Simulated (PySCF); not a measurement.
hydrogen sulfide (H2S), SMILES S. Coordinates come from a PBE0-D3(BJ)/def2-TZVPD optimisation.

TDDFT-LC-ωPBE/def2-TZVPD (PySCF) puts the lowest singlet excitations at 6.06, 6.67, 8.14, 8.30, 8.59, 9.03 eV.

Question: What are the lowest excitation roots from ADC(3)/aug-cc-pVDZ (PySCF)? (Estimate from the structure and the level; the computed values follow.)

Answer: 6.06, 6.16, 7.84, 8.34, 8.77, 9.16 eV. S1 differs by 0.00 eV (second minus first; roots are paired by order, and the bases may differ).
